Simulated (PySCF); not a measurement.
C3H7ClO.
Numbering: `[CH3:1][C@H:2]([Cl:3])[CH2:4][OH:5]` (hydrogens: H6, H7, H8 on C1; H9 on C2; H10, H11 on C4; H12 on O5)

All values: wB97X-D/pcSseg-2 (PySCF, non-relativistic), on one gas-phase PBE0-D3(BJ)/def2-TZVP geometry that isn't relaxed in the solvent. The solvent is an IEF-PCM continuum (Bondi radii, 1.10 Å for H, scaled by 1.2). The model holds no explicit solvent molecules, cavitation or dispersion.

Gas phase at wB97X-D/pcSseg-2: HOMO -10.05 eV, LUMO 2.19 eV, dipole 1.98 D.

Question: What does the continuum do to the energy, the frontier levels and the dipole at wB97X-D/pcSseg-2 in chloroform?

Answer: 
```json
{"solvent": "chloroform", "ε": "4.711", "E(solvent) − E(gas) (kcal/mol)": "-3.87", "polarisation term (kcal/mol)": "-4.25", "distortion of the solute (kcal/mol)": "0.38", "HOMO (eV)": "-10.02", "LUMO (eV)": "2.43", "dipole (D)": "2.39"}
```

The polarisation term is half the interaction of the solute with the surface charges that it induces; the rest is the cost of distorting the solute's density. The sum is the electrostatic part of solvation alone.

Question: Which radius a makes the point-dipole formula ΔE = −[(ε − 1)/(2ε + 1)]·μ²/a³ give the value in chloroform, with the gas-phase dipole?

Answer: μ = 0.779 au and |ΔE| = 0.00617 Eh give a = 1.73 Å; the farthest nucleus lies 2.48 Å from the centroid of the nuclei, so such a sphere wouldn't even hold the nuclei. The formula assumes a rigid point dipole at the centre of a sphere.

Shape of the structure used: `[CH3:1][C@H:2]([Cl:3])[CH2:4][OH:5]`: C1–C2–C4–O5 -177°, H–O5–C4–C2 -57°.

Note: wB97X-D ran without an empirical dispersion term, which enters the total energy and its gradient alone.
